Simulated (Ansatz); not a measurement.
# Worked example: correlation energy of InH, singlet

Geometry: that of the InH⁻, doublet, kept fixed.

```yaml
atoms:
  - { symbol: In, position_ang: [0.0000, 0.0000, 0.0000] }
  - { symbol: H, position_ang: [0.0000, 0.0000, 1.8938] }
```

Basis def2-TZVPD with its core potentials; Ansatz 0.2.0. Correlated methods freeze the noble-gas cores and the filled d shells of p-block atoms, which leaves 4 electrons in 56 orbitals. Prefix R: restricted or restricted open-shell reference. No spin–orbit coupling is included; scalar relativity enters through the core potentials alone.

Full CI is exact within this basis and frozen core; it isn't the basis-set limit.

RCCSD has a T1 diagnostic of 0.013 and a largest doubles amplitude of 0.06.

Runs differ by some tens of microhartree through their thresholds, so steps under 0.03 kcal/mol mean nothing.

| level | total energy (hartree) |
| --- | --- |
| RHF | -189.776975 |
| RMP2 | -189.829597 |
| RCCSD | -189.847118 |
| RCCSD(T) | -189.848244 |
| RCCSDT | -189.848542 |
| RCCSDT(Q) | -189.848579 |
| full CI | -189.848588 |

Task: What is the correlation energy at full CI, and what share of it do RMP2 and RCCSD(T) recover?

Result: E(corr) = -189.848588 − (-189.776975) = -0.071613 hartree = -1.949 eV. RMP2: -0.052622 / -0.071613 = 73.48 %. RCCSD(T): -0.071269 / -0.071613 = 99.52 %.

Task: By how many kcal/mol does RCCSD(T) miss full CI (1 hartree = 627.509 kcal/mol), and which steps make up the rest?

Result: -189.848244 − (-189.848588) = 0.000344 hartree = 0.22 kcal/mol. Steps: RCCSDT − RCCSD(T) = -0.19, RCCSDT(Q) − RCCSDT = -0.02, full CI − RCCSDT(Q) = -0.01 kcal/mol. That is within 1 kcal/mol of the reference in this basis, which itself misses far more of the correlation at the basis-set limit.
